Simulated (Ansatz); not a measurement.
Spin states of Si₂H₃⁻, each relaxed with PBE0-D4/def2-TZVPD in Ansatz. Electronic energies in the gas phase.

Correlated methods freeze 10 core orbitals. The structure comes from a short search, and lower isomers may exist.

Singlet geometry (Cs within 0.1 Å):

Cartesian coordinates in Å:
```
Si -0.5912 -1.5111 0.5448
Si 0.4563 0.3471 0.0623
H -1.7491 -1.0613 -0.3686
H 0.0682 1.4978 -0.8344
H 1.8159 0.7275 0.5960
```

Triplet geometry (Cs within 0.1 Å):

```xyz
5

Si   -1.556    0.040    0.135
Si    0.776   -0.048   -0.028
H    -1.806   -0.686    1.460
H     1.372    1.342   -0.209
H     1.213   -0.649   -1.358
```

Quintet geometry (Cs within 0.1 Å):

```xyz
5

Si   -1.524   -0.022    0.643
Si    0.887   -0.089   -0.455
H    -2.909    0.127    1.361
H     1.928    0.950   -0.080
H     1.618   -0.966   -1.468
```

⟨S²⟩: triplet 2.02 at PBE0-D4/def2-TZVPD (pure 2.00), quintet 6.01 at PBE0-D4/def2-TZVPD (pure 6.00).

Run but left out: HF/STO-3G (singlet: restricted singlet, unstable in another Hartree–Fock run and untested here); HF/def2-TZVPD, HF/def2-TZVPPD (singlet: restricted singlet, unstable towards broken spin symmetry).

Only these spin states were relaxed.

(1) Estimate which spin state lies lowest at each of these levels, and by how much: PBE-D4/def2-TZVPD; BLYP-D4/def2-TZVPD; PBE0-D4/def2-TZVPD; ωB97M-V/def2-TZVPD; RPA@PBE/def2-TZVPD; MP2/def2-TZVPD; MP2/def2-TZVPPD; CCSD/def2-TZVPPD.

Results:

(1) 
| level | triplet − singlet (kcal/mol) | quintet − singlet (kcal/mol) | lowest of these | remarks |
| --- | --- | --- | --- | --- |
| PBE-D4/def2-TZVPD | 19.9 | 73.5 | singlet | HOMO above zero (quintet), HOMO above zero (singlet), HOMO above zero (triplet) |
| BLYP-D4/def2-TZVPD | 20.7 | 78.2 | singlet | HOMO above zero (quintet), HOMO above zero (singlet), HOMO above zero (triplet) |
| PBE0-D4/def2-TZVPD | 18.4 | 71.1 | singlet | HOMO above zero (quintet) |
| ωB97M-V/def2-TZVPD | 23.4 | 83.0 | singlet | – |
| RPA@PBE/def2-TZVPD | 21.6 | 76.9 | singlet | – |
| MP2/def2-TZVPD | 24.2 | 77.7 | singlet | restricted SCF unstable (singlet) |
| MP2/def2-TZVPPD | 24.4 | 78.2 | singlet | restricted SCF unstable (singlet) |
| CCSD/def2-TZVPPD | 20.5 | 74.0 | singlet | restricted SCF unstable (singlet) |

Change of the quintet − singlet gap on mixing in exact exchange, in kcal/mol: PBE to PBE0 (25 % exact exchange) -2.4.
